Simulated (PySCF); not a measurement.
All numbers come from PBE0 in PySCF with O def2-TZVP, H def2-TZVP; no relativity; density-fitted integrals.

```xyz
3
charge 0 multiplicity 1, angstrom
O     0.0000    0.0000   -0.0653
H     0.7614    0.0000    0.5185
H    -0.7614    0.0000    0.5185
```

H₂O (singlet), along the line from O1 (at 0) through H2 (at 0.959 Å).

Question: Tabulate the fields along this line at -0.34, -0.24, -0.14, -0.05, 0.10, 0.19, 0.29, 0.38, 0.48, 0.58, 0.67, 0.77, 0.86, 1.01, 1.10, 1.20, 1.30, 1.39, 1.49 Å.

Answer: 
```json
{"distance (Å)": "-0.34", "electron density (e/Å³)": "5.54", "electron localisation function": "0.523", "electrostatic potential (V)": "93.1"}
{"distance (Å)": "-0.24", "electron density (e/Å³)": "8.24", "electron localisation function": "0.121", "electrostatic potential (V)": "186"}
{"distance (Å)": "-0.14", "electron density (e/Å³)": "34.4", "electron localisation function": "0.487", "electrostatic potential (V)": "428"}
{"distance (Å)": "-0.05", "electron density (e/Å³)": "497", "electron localisation function": "1", "electrostatic potential (V)": "1870"}
{"distance (Å)": "0.10", "electron density (e/Å³)": "125", "electron localisation function": "0.98", "electrostatic potential (V)": "762"}
{"distance (Å)": "0.19", "electron density (e/Å³)": "13.2", "electron localisation function": "0.11", "electrostatic potential (V)": "277"}
{"distance (Å)": "0.29", "electron density (e/Å³)": "6.34", "electron localisation function": "0.249", "electrostatic potential (V)": "135"}
{"distance (Å)": "0.38", "electron density (e/Å³)": "4.92", "electron localisation function": "0.68", "electrostatic potential (V)": "72.9"}
{"distance (Å)": "0.48", "electron density (e/Å³)": "3.8", "electron localisation function": "0.848", "electrostatic potential (V)": "43.8"}
{"distance (Å)": "0.58", "electron density (e/Å³)": "3.02", "electron localisation function": "0.914", "electrostatic potential (V)": "32.3"}
{"distance (Å)": "0.67", "electron density (e/Å³)": "2.59", "electron localisation function": "0.955", "electrostatic potential (V)": "33.8"}
{"distance (Å)": "0.77", "electron density (e/Å³)": "2.46", "electron localisation function": "0.981", "electrostatic potential (V)": "52.4"}
{"distance (Å)": "0.86", "electron density (e/Å³)": "2.62", "electron localisation function": "0.994", "electrostatic potential (V)": "124"}
{"distance (Å)": "1.01", "electron density (e/Å³)": "2.41", "electron localisation function": "0.999", "electrostatic potential (V)": "273"}
{"distance (Å)": "1.10", "electron density (e/Å³)": "1.45", "electron localisation function": "0.997", "electrostatic potential (V)": "74.3"}
{"distance (Å)": "1.20", "electron density (e/Å³)": "0.868", "electron localisation function": "0.992", "electrostatic potential (V)": "36.2"}
{"distance (Å)": "1.30", "electron density (e/Å³)": "0.505", "electron localisation function": "0.981", "electrostatic potential (V)": "21.2"}
{"distance (Å)": "1.39", "electron density (e/Å³)": "0.295", "electron localisation function": "0.959", "electrostatic potential (V)": "13.7"}
{"distance (Å)": "1.49", "electron density (e/Å³)": "0.175", "electron localisation function": "0.922", "electrostatic potential (V)": "9.45"}
```

On a grid of 0.05 Å the density has a local minimum along the bond near 0.77 Å from O, at 2.46 e/Å³, where the ELF is 0.98.
